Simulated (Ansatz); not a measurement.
MgCl2⁺ (the lowest doublet isomer of a short search). Total charge 1; doublet. Geometry r2SCAN-D4/def2-TZVP, basis def2-TZVP, Ansatz.

```xyz
3

Mg   -0.0834   -1.1300    0.0189
Cl    1.4343    0.4681    0.3460
Cl   -1.3509    0.6619   -0.3649
```

```
run  HOMO (eV)  LUMO (eV)
  A     -14.47     -10.94
  B     -13.88     -11.43
  C     -15.69     -10.05
  D     -13.03     -12.26
  E     -12.90     -11.95
  F     -13.16     -11.82
```

HSE06 is defined as in plane-wave codes, on full-range PBE exchange. The structure comes from a short search, and lower isomers may exist.

HOMO and LUMO are taken over both spins.

The runs used CAM-B3LYP, HSE06, LDA (SPW92), PBE, r2SCAN, r2SCAN0. Estimate which is which.

A r2SCAN0 (25 % exact exchange); B HSE06 (range-separated); C CAM-B3LYP (range-separated); D LDA (SPW92) (0 % exact exchange); E PBE (0 % exact exchange); F r2SCAN (0 % exact exchange). Exact exchange lowers occupied and raises empty levels; among semilocal functionals meta-GGAs tend to open the gap a little, and such runs are hard to tell apart. The gap grows from 0.77 eV (LDA (SPW92)) to 5.64 eV (CAM-B3LYP).
